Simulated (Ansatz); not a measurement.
Worked example: correlation energy of Si₂, singlet

Geometry: that of the Si2, triplet, kept fixed. The triplet lies 0.6 eV lower here.

| atom | x (Å) | y (Å) | z (Å) |
| --- | --- | --- | --- |
| Si | 0.0000 | 0.0000 | 0.0000 |
| Si | 0.0000 | 0.0000 | 2.2547 |

Basis 6-31G; Ansatz 0.2.0. Correlated methods freeze the noble-gas cores, which leaves 8 electrons in 16 orbitals. Prefix R: restricted or restricted open-shell reference.

Full CI is exact within this basis and frozen core; it isn't the basis-set limit.

The cluster runs stand on a determinant 1.16 eV above the lowest RHF solution, chosen by trial CCSD; the correlation energy below is counted from it.

Runs differ by some tens of microhartree through their thresholds, so steps under 0.03 kcal/mol mean nothing.

| level | total energy (hartree) |
| --- | --- |
| RHF determinant under the cluster runs | -577.603135 |
| RCCSD* | -577.752228 |
| RCCSD(T)* | -577.760884 |
| RCCSDT | -577.761601 |
| RCCSDT(Q) | -577.764806 |
| RCCSDTQ | -577.764399 |
| full CI | -577.764818 |

**Question.** What is the correlation energy at full CI, and what share of it do RMP2 and RCCSD(T) recover?

**Answer.** E(corr) = -577.764818 − (-577.603135) = -0.161683 hartree = -4.400 eV. RCCSD: -0.149093 / -0.161683 = 92.21 %. RCCSD(T): -0.157749 / -0.161683 = 97.57 %.

**Question.** By how many kcal/mol does RCCSD(T) miss full CI (1 hartree = 627.509 kcal/mol), and which steps make up the rest?

**Answer.** -577.760884 − (-577.764818) = 0.003934 hartree = 2.47 kcal/mol. Steps: RCCSDT − RCCSD(T) = -0.45, RCCSDT(Q) − RCCSDT = -2.01, RCCSDTQ − RCCSDT(Q) = 0.26, full CI − RCCSDTQ = -0.26 kcal/mol. With more than one leading determinant such errors change with state and geometry, and needn't cancel in differences.

An asterisk marks runs whose energy the program itself flagged as in doubt.
